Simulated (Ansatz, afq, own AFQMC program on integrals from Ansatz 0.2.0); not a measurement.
**NaO⁺, triplet: AFQMC among the cluster methods**

```xyz
2

O     0.0000    0.0000    0.0000
Na    0.0000    0.0000    2.5158
```

Basis cc-pVDZ. Noble-gas cores (and the filled d shells of Ga–Kr and In–Xe) are frozen. Ansatz 0.2.0 and our own AFQMC program on the same integrals; the CISD trial comes from CCSD amplitudes, and released means the phaseless constraint is let go. Uncertainties: one standard error, sampling alone.

Determinant: UHF, the one that the program's search chose, which needn't be the lowest solution. The geometry is a PBE0/def2-TZVP stationary point of this or a neighbouring charge and spin state.

Full CI on the same integrals is exact in this basis and with this determinant's frozen core.

The T1 diagnostic is 0.0074, the weight of the determinant in the CISD state is 0.968 and the ⟨S²⟩ of the determinant is 2.007. The size of the correlated space is 6 electrons in 26 orbitals.

Reference: full CI, correlation energy -3.277 eV. The released energy is read at 2.40 1/Eh (meV from the phaseless value at times in 1/Eh: 2 ± 3 at 0.24, 0.1 ± 1.9 at 0.51, -3.1 ± 1.8 at 0.99, -9 ± 3 at 1.62, -7 ± 3 at 2.40).

| level | E − E(reference) (kJ/mol) | share of correlation (%) |
| --- | --- | --- |
| HF | 316.2 | 0.00 |
| MP2 | 44.0 | 86.09 |
| CCSD | 3.2 | 98.98 |
| CCSD(T) | 0.6 | 99.80 |
| CCSDT | 0.2 | 99.93 |
| CCSDT(Q) | 0.0 | 99.99 |
| ph-AFQMC/HF | 11.4 ± 2.2 | 96.41 |
| ph-AFQMC/CISD | 0.4 ± 0.2 | 99.87 |
| released AFQMC | -0.3 ± 0.3 | 100.09 |

CCSDT and higher add their correlation energy to the determinant of the CCSD(T) run, since their own runs factorise the integrals more tightly (a shift of under 2 meV). A walk keeps the symmetry of its determinant, which the program's search chose and which needn't be the lowest solution, so a lower state of the same spin and another symmetry isn't excluded. Released energies are given only where the last usable release times agree within the noise; a slower fall can still hide under it.
